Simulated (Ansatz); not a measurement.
## Structure relaxation of Al3O2

Method: Ansatz 0.2.0, DFT PBE, scalar-relativistic, plane waves, PAW. Cutoff 420 eV, Γ-centred k mesh, Gaussian smearing, no spin polarisation in the final step.

The start puts Al3O2 on the sites of a reported La2O3 cell (P321, No. 150), with O in place of La, Al in place of O, at a guessed volume.

```yaml
crystal:
  lattice:
    - [3.47605, 0.00000, 0.00000]
    - [-1.73802, 3.01034, 0.00000]
    - [0.00000, 0.00000, 5.41308]
  atoms:
    - { symbol: Al, position: [0.25000, 0.25000, 0.00000] }
    - { symbol: Al, position: [0.75000, 0.00000, 0.00000] }
    - { symbol: Al, position: [0.00000, 0.75000, 0.00000] }
    - { symbol: O, position: [0.33333, 0.66667, 0.25000] }
    - { symbol: O, position: [0.66667, 0.33333, 0.75000] }
```

Cell and atoms relax at zero pressure; the relaxation can't lower the symmetry of the start. After a coarse first stage the cell is made exact in the group found at 0.06 Å.

The zero of energy is the elements' standard structures at the same level (O₂ as a molecule); no fitted shifts are applied.

**Question.** Which crystal results?

**Answer.** It ends in P-62m (No. 189). Conventional cell: a = 5.325 Å, c = 2.984 Å. Al is coordinated by 2 O at 1.86 Å; O has 3 Al at 1.86 Å.

Space group P-62m (No. 189). a = 5.325 Å, b = 5.325 Å, c = 2.984 Å, α = 90.00°, β = 90.00°, γ = 120.00°
```csv
atom,site,symmetry,x,y,z
Al,3f,m2m,0.3032,0.3032,0.0000
O,2c,-6..,0.3333,0.6667,0.0000
```

**Question.** What are its volume, energy, density and gap?

**Answer.** The volume per atom is 14.66 Å³, the density is 2.56 g/cm³ and the energy over the elements is -1.32 eV/atom. The gap on the 12×12×12 mesh is 0 eV (a metal).

The final run used a 12×12×12 mesh on its 5-atom cell and 0.10 eV smearing. The k mesh leaves about 4 meV/atom of noise in metals. Symmetry constrained the relaxation, so the result can be a saddle point. The steps took of the order of 110 core-seconds in all.

Cost: 4 runs of about 1.8 core-minutes in all, on Intel Xeon 6975P-C (Granite Rapids) (shared hosts).